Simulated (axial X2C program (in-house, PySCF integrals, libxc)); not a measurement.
**Bond lengths and stretching modes, held linear, of AlOH**

Computed with an axial X2C code built on PySCF integrals: two-component X2C with atomic mean-field Coulomb and Gaunt terms, Gaussian nuclei, basis Al dyall-v3z, O dyall-av3z, H dyall-v3z with contracted cores. Spin-free rows use the one-electron spin-free X2C Hamiltonian.

Masses Al 26.982, O 15.995, H 1.008 u. States: 2c Ω = 0 (all partner blocks equally filled); spin-free M_S = 0, Λ = 0 (closed shell).

HF, spin-free: energies above the lowest point

```json
{"r(Al–O) (Å)": "1.6380", "r(O–H) (Å)": "0.9272", "E (meV)": "7.38"}
{"r(Al–O) (Å)": "1.6380", "r(O–H) (Å)": "0.9510", "E (meV)": "18.89"}
{"r(Al–O) (Å)": "1.6380", "r(O–H) (Å)": "0.9748", "E (meV)": "62.51"}
{"r(Al–O) (Å)": "1.6800", "r(O–H) (Å)": "0.9272", "E (meV)": "0.00"}
{"r(Al–O) (Å)": "1.6800", "r(O–H) (Å)": "0.9510", "E (meV)": "10.96"}
{"r(Al–O) (Å)": "1.6800", "r(O–H) (Å)": "0.9748", "E (meV)": "54.03"}
{"r(Al–O) (Å)": "1.6800", "r(O–H) (Å)": "0.9986", "E (meV)": "124.32"}
{"r(Al–O) (Å)": "1.7220", "r(O–H) (Å)": "0.9272", "E (meV)": "40.63"}
{"r(Al–O) (Å)": "1.7220", "r(O–H) (Å)": "0.9510", "E (meV)": "51.04"}
{"r(Al–O) (Å)": "1.7220", "r(O–H) (Å)": "0.9748", "E (meV)": "93.55"}
{"r(Al–O) (Å)": "1.7640", "r(O–H) (Å)": "0.9510", "E (meV)": "128.76"}
{"r(Al–O) (Å)": "1.7640", "r(O–H) (Å)": "0.9986", "E (meV)": "239.90"}
```

Problem. Fit a quadratic surface with cubic terms in each bond: where is the minimum, and what are the two stretching wavenumbers?

Solution. At HF, spin-free: bonds 1.665 and 0.931 Å; harmonic stretches 873.7 and 4283.3 cm⁻¹; force constants 4.71, 10.2 and coupling -0.09 mdyn/Å.

The other levels and Hamiltonians give:

```tsv
Hamiltonian	level	r(Al–O) (Å)	r(O–H) (Å)	lower stretch (cm⁻¹)	upper stretch (cm⁻¹)
2c	PBE0	1.682	0.950	835.7	4027.2
2c	HF	1.665	0.931	873.9	4283.3
2c	TPSSh	1.688	0.954	827.2	3947.4
2c	MP2	1.692	0.953	827.7	3996.1
spin-free	PBE0	1.682	0.950	835.5	4027.0
spin-free	TPSSh	1.687	0.954	827.0	3947.3
spin-free	MP2	1.692	0.953	827.5	3995.9
```

Each state is one determinant, the lowest of a limited PBE0 search; the stretches come from a fit to these few points and carry an uncertainty of a few per cent. Other orders of the atoms were not compared. MP2 freezes inner shells (threshold -2 hartree). The molecule was held linear; bending was not examined, so a bent shape may lie lower.
